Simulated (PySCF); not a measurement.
Species: cyclobutane, C4H8.
Geometry (PBE0-D3(BJ)/def2-SVP, Å), atoms numbered from 1 in this order:
```
atom  x, y, z in Å
C1     0.3013    0.8688   -0.5728
C2     1.0366   -0.2771    0.1504
C3    -0.3136   -0.7118    0.7543
C4    -1.0243    0.1196   -0.3321
H5     0.3484    1.8089   -0.0009
H6     0.5869    1.0880   -1.6130
H7     1.4253   -1.0242   -0.5593
H8     1.8487   -0.0106    0.8440
H9    -0.5325   -1.7894    0.8030
H10   -0.4669   -0.2867    1.7587
H11   -1.3067   -0.4985   -1.1989
H12   -1.9034    0.7114   -0.0345
```

Probes without a nucleus sit at each ring's centroid and 1 Å off its mean plane on both sides; NICS is minus the shielding there, NICSzz its component along the normal. Level: GIAO PBE0/pcSseg-1 (PySCF, non-relativistic, gas phase) on the PBE0-D3(BJ)/def2-SVP geometry, one conformer.

Ring bond lengths (Å), with Mayer bond orders in brackets: C1–C2 1.542 (1.02), C2–C3 1.542 (1.02), C3–C4 1.542 (1.02), C4–C1 1.542 (1.02).

Give the NICS values of each ring in ppm.

```tsv
ring	type	NICS(0)	NICS(1), two faces	NICS(1)zz, two faces	rms pucker (Å)	centre to ring atoms, mean (Å)
C1–C2–C3–C4	4-membered carbocycle; formal bonds all single	0.0	-0.7 / -0.7	3.8 / 3.8	0.12	1.08
```

What do they say, and how far can they be read as aromaticity?

- C1–C2–C3–C4: mean NICS(1)zz 3.8 ppm, deshielded. C1, C2, C3, C4 have four or more neighbours, so the value isn't read as a sign of a π ring current.

List the ring angles and the Hirshfeld charges of the ring atoms.

- C1–C2–C3–C4: C1 88.6° (-0.070 e), C2 88.6° (-0.070 e), C3 88.6° (-0.070 e), C4 88.6° (-0.071 e); sum 354.4° against 360° for a flat convex ring.
